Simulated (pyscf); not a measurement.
AsH₃ (SMILES [AsH3]) + GeH₃• (SMILES [GeH3]) -> AsH₂• (SMILES [AsH2]) + H₂ (SMILES [H][H]) + GeH₂ (SMILES [GeH2]) [singlet], a concerted fragmentation (doublet surface; As–H, Ge–H broken, H–H formed). Single points on ωB97X-D3(BJ)/def2-SVP structures (PySCF, gas phase). Energies in eV from the separated reactants.

Small-basis levels: PySCF, no dispersion term, spherical d functions. Open shells are spin-unrestricted. 

Task: Quick MP2/6-31G*+LANL2DZ single points give ΔE‡ = 1.80 eV and ΔE = +1.21 eV. What does ωB97M-D3(BJ)/def2-TZVP give, and how far is the quick result from it?

Result: ωB97M-D3(BJ)/def2-TZVP gives ΔE‡ = 1.32 eV and ΔE = +1.42 eV. MP2/6-31G*+LANL2DZ lies 0.48 eV over it in the barrier and 0.21 eV under it in the reaction energy, so on this step it does not hold to within 0.13 eV. ωB97M-D3(BJ)/def2-TZVP has limits of its own. On the product side the descent ends in a bound adduct, 0.39 eV under the separated species and 0.19 eV under the saddle at ωB97X-D3(BJ)/def2-TZVP. At ωB97M-D3(BJ) the saddle lies under the separated products, which points to a path from their complex (located at ωB97X-D3(BJ) alone), and parting the products costs more than the saddle. One saddle was located; it need not be the lowest between these sides. In the def2 sets elements up to Kr have no core potential.
